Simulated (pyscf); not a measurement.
**Four-centre exchange: H₃C–SiH₂–Cl + hydrogen chloride (HCl) → methane (CH₄) + dichlorosilane (Cl–SiH₂–Cl)**

Gas phase, singlet surface, charge 0. Bonds broken: C1–Si2, Cl9–H10. Bonds formed: C1–H10, Si2–Cl9. Structures and frequencies: ωB97X-D3(BJ)/def2-SVP in PySCF. MP2 and CC: frozen core, UHF for open shells. ΔMP2 is the change of the MP2 total energy from the triple- to the quadruple-zeta basis.

Transition state (Å):

```xyz
10

C     -1.7941     0.4925    -0.3261
Si     0.0797    -0.4517    -0.0783
Cl    -0.8713    -2.3432    -0.0511
H     -2.0706    -0.0543    -1.2359
H     -2.2508     0.0644     0.5746
H     -2.1768     1.5253    -0.4320
H      0.5528    -0.3945     1.3110
H      0.8181    -0.5662    -1.3427
Cl     0.8391     1.9111    -0.1560
H     -0.7310     1.1490    -0.2630
```

One imaginary mode, 592i cm⁻¹; descent along it reached the two sides named.

| bond | change | reactant side (Å) | saddle | product side |
|---|---|---|---|---|
| C1–Si2 | breaks | 1.866 | 2.113 | 3.9 |
| Cl9–H10 | breaks | 1.284 | 1.748 | 3.0 |
| C1–H10 | forms | 3.9 | 1.251 | 1.098 |
| Si2–Cl9 | forms | 3.5 | 2.483 | 2.055 |

Electronic energies relative to the separated reactants (kcal/mol):

```json
[
 {"level": "ωB97X-D3(BJ)/def2-TZVP", "barrier": "36.2", "reaction energy": "-24.1", "reverse barrier": "60.3"},
 {"level": "PBE/def2-TZVP", "barrier": "31.2", "reaction energy": "-23.2", "reverse barrier": "54.4"},
 {"level": "r²SCAN/def2-TZVP", "barrier": "32.9", "reaction energy": "-24.1", "reverse barrier": "57.0"},
 {"level": "B3LYP-D3(BJ)/def2-TZVP", "barrier": "36.5", "reaction energy": "-23.8", "reverse barrier": "60.2"},
 {"level": "PBE0-D3(BJ)/def2-TZVP", "barrier": "32.7", "reaction energy": "-23.0", "reverse barrier": "55.7"},
 {"level": "M06-2X/def2-TZVP", "barrier": "35.7", "reaction energy": "-24.2", "reverse barrier": "59.9"},
 {"level": "ωB97M-D3(BJ)/def2-TZVP", "barrier": "37.0", "reaction energy": "-23.1", "reverse barrier": "60.1"},
 {"level": "HF/def2-TZVP", "barrier": "57.0", "reaction energy": "-24.9", "reverse barrier": "81.9"},
 {"level": "MP2/def2-QZVPP", "barrier": "36.7", "reaction energy": "-23.6", "reverse barrier": "60.3"},
 {"level": "CCSD/def2-TZVPP", "barrier": "44.2", "reaction energy": "-22.1", "reverse barrier": "66.2"},
 {"level": "CCSD(T)/def2-TZVPP", "barrier": "41.1", "reaction energy": "-22.1", "reverse barrier": "63.2"},
 {"level": "CCSD(T)/def2-TZVPP + ΔMP2(QZVPP)", "barrier": "39.8", "reaction energy": "-22.4", "reverse barrier": "62.3"}
]
```

With CCSD(T)/def2-TZVPP + ΔMP2(QZVPP) energies and thermal terms (ideal gas, 1 atm, RRHO with modes under 100 cm⁻¹ raised to 100, one conformer, R ln 2 for chiral ones without a mode under 150 cm⁻¹), in kcal/mol:

```csv
T (K),ΔH‡,ΔG‡,ΔH,ΔG
298,39.6,50.2,-20.8,-19.9
600,39.5,60.9,-21.4,-18.8
900,39.8,71.6,-22.1,-17.4
1200,40.2,82.1,-22.6,-15.7
```

This is the saddle that the search found; another between the same sides may lie lower. The CCSD(T) − MP2 part came from Ansatz, without density fitting, on the same reference.
